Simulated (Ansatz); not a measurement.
## Worked example: C2H3F3 + C3H6 → C2H4F2 + C3H5F

Species: C2H3F3 (1,1,1-trifluoroethane) `CC(F)(F)F`, singlet; C3H6 (propene) `C=CC`, singlet; C2H4F2 (1,1-difluoroethane) `CC(F)F`, singlet; C3H5F `C/C=C/F`, singlet. The partners trade F for H; both sit on C, so the bond types are kept.

Shapes, held fixed at every level: PBE0-D4/def2-TZVP. Programs: Ansatz 0.2.0. The zero-point and thermal change to 298 K, harmonic and unscaled (PBE0-D4/def2-TZVP), is +2.7 kJ/mol.

At CCSD(T)/CBS estimate; 1 Eh = 2625.50 kJ/mol:

| species | energy (Eh) |
| --- | --- |
| C2H3F3 | -377.301889 |
| C3H6 | -117.746103 |
| C2H4F2 | -278.098610 |
| C3H5F | -216.928090 |

**Question.** Work out ΔH(298 K) of the reaction at this level.

**Answer.** 
1. Products less reactants: (-278.098610) + (-216.928090) − [(-377.301889) + (-117.746103)] = 0.021292 Eh = +55.9 kJ/mol.
2. With the thermal change: +55.9 + (+2.7) = +58.6 kJ/mol.

Other levels give +51.9 (B3LYP-D4/def2-TZVPP) to +70.7 kJ/mol (HF/def2-SVP). No measured value is set beside it here. The CBS estimate extrapolates MP2 from def2-TZVPP and def2-QZVPP and adds CCSD(T) − MP2 in the triple-zeta set, cores frozen.
